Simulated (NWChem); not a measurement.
System: N₂H cation; SMILES N#[NH+]

Input file for NWChem:

```
start job
memory heap 200 mb stack 900 mb global 1100 mb
charge 1
geometry units angstroms noautosym nocenter noautoz
  N      0.000000     0.000000     0.657803
  N      0.000000     0.000000    -0.435023
  H      0.000000     0.000000    -1.479400
end
basis spherical
  N library def2-tzvpd
  H library def2-tzvpd
end
dft
  xc b3lyp
  iterations 150
end
property
  response 1 0.0773
end
task dft property
```

Excerpt of the output:

```
             Northwest Computational Chemistry Package (NWChem) 7.3.0
             --------------------------------------------------------

                             Geometry "geometry" -> ""
                             -------------------------

 Output coordinates in angstroms (scale by  1.889725989 to convert to a.u.)

  No.       Tag          Charge          X              Y              Z
 ---- ---------------- ---------- -------------- -------------- --------------
    1 N                    7.0000     0.00000000     0.00000000     0.65780300
    2 N                    7.0000     0.00000000     0.00000000    -0.43502300
    3 H                    1.0000     0.00000000     0.00000000    -1.47940000

 Effective nuclear repulsion energy (a.u.)      29.0072469459

                              NWChem Property Module
                              ----------------------

                                 NWChem DFT Module
                                 -----------------

 Summary of "ao basis" -> "ao basis" (spherical)
 ------------------------------------------------------------------------------
       Tag                 Description            Shells   Functions and Types
 ---------------- ------------------------------  ------  ---------------------
 N                         def2-tzvpd               13       37   6s3p3d1f
 H                         def2-tzvpd                5        9   3s2p

            General Information
            -------------------
          SCF calculation type: DFT
          Wavefunction type:  closed shell.
          No. of atoms     :     3
          No. of electrons :    14
           Alpha electrons :     7
            Beta electrons :     7
          Charge           :     1
          Spin multiplicity:     1
          Use of symmetry is: off; symmetry adaption is: off
          Maximum number of iterations: 150
          AO basis - number of functions:    83
                     number of shells:    31
          Convergence on energy requested:  1.00D-06
          Convergence on density requested:  1.00D-05
          Convergence on gradient requested:  5.00D-04

              XC Information
              --------------
                         B3LYP Method XC Potential
                     Hartree-Fock (Exact) Exchange  0.200
                        Slater Exchange Functional  0.800 local
                    Becke 1988 Exchange Functional  0.720 non-local
              Lee-Yang-Parr Correlation Functional  0.810
                  VWN I RPA Correlation Functional  0.190 local

             Grid Information
             ----------------
          Grid used for XC integration:  medium
          Radial quadrature: Mura-Knowles
          Angular quadrature: Lebedev.
          Tag              B.-S. Rad. Rad. Pts. Rad. Cut. Ang. Pts.
          ---              ---------- --------- --------- ---------
          N                   0.65       49           9.0       434
          H                   0.35       45           9.0       434
          Grid pruning is: on
          Number of quadrature shells:   143
          Spatial weights used:  Erf1

      Superposition of Atomic Density Guess
      -------------------------------------

 Sum of atomic energies:        -109.12292198

 Renormalizing density from      15.00 to     14

      Non-variational initial energy
      ------------------------------

 Total energy =    -104.755479
 1-e energy   =    -191.199412
 2-e energy   =      57.436686
 HOMO         =      -1.045761
 LUMO         =      -0.524302

   convergence    iter        energy       DeltaE   RMS-Dens  Diis-err
 ---------------- ----- ----------------- --------- --------- ---------
 d= 0,ls=0.0,diis     1   -109.7245700124 -1.39D+02  9.78D-03  6.67D-01
 d= 0,ls=0.0,diis     2   -109.7270902389 -2.52D-03  4.41D-03  3.86D-01
 d= 0,ls=0.0,diis     3   -109.7338479595 -6.76D-03  2.13D-03  3.74D-01
 d= 0,ls=0.0,diis     4   -109.7678312257 -3.40D-02  4.26D-04  6.45D-03
 d= 0,ls=0.0,diis     5   -109.7684128925 -5.82D-04  3.57D-05  3.49D-05
  Resetting Diis
 d= 0,ls=0.0,diis     6   -109.7684165351 -3.64D-06  6.68D-06  1.09D-06
 d= 0,ls=0.0,diis     7   -109.7684166360 -1.01D-07  2.06D-06  2.22D-08

         Total DFT energy =     -109.768416635999
      One electron energy =     -200.182191914596
           Coulomb energy =       75.168898862417
    Exchange-Corr. energy =      -13.762370529699
 Nuclear repulsion energy =       29.007246945880

 Numeric. integr. density =       14.000000797938

                       DFT Final Molecular Orbital Analysis
                       ------------------------------------

 Vector    5  Occ=2.000000D+00  E=-8.309288D-01
              MO Center=  5.4D-11, -6.2D-11,  2.0D-02, r^2= 8.3D-01
   Bfn.  Coefficient  Atom+Function         Bfn.  Coefficient  Atom+Function
  ----- ------------  ---------------      ----- ------------  ---------------
    44      0.266552  2 N  px                45      0.248999  2 N  py
     7      0.229130  1 N  px                47      0.220623  2 N  px
     8      0.214041  1 N  py                48      0.206094  2 N  py
    10      0.179729  1 N  px                11      0.167893  1 N  py
    13      0.082532  1 N  px                14      0.077097  1 N  py

[...]

 DFT Linear Response polarizability / au
 Frequency  =       0.0773000 / au
 Wavelength =     589.4353558 / nm
              X              Y              Z
 -----------------------------------------------
 X       7.9450390      0.0000000     -0.0000000
 Y       0.0000000      7.9450390      0.0000000
 Z      -0.0000000      0.0000000     14.4384871
 -----------------------------------------------
 Eigenvalues =       7.9450390      7.9450390     14.4384871
 Isotropic   =      10.1095217
 Anisotropic =       6.4934481
 -----------------------------------------------

 Magnetic Dipole Response Matrix (nonzero elements):

 Exiting AOResponse driver routine
```

Level: B3LYP/def2-TZVPD. Coordinates come from a PBE0/def2-SVP optimisation. B3LYP is NWChem's, with the RPA form of VWN correlation.
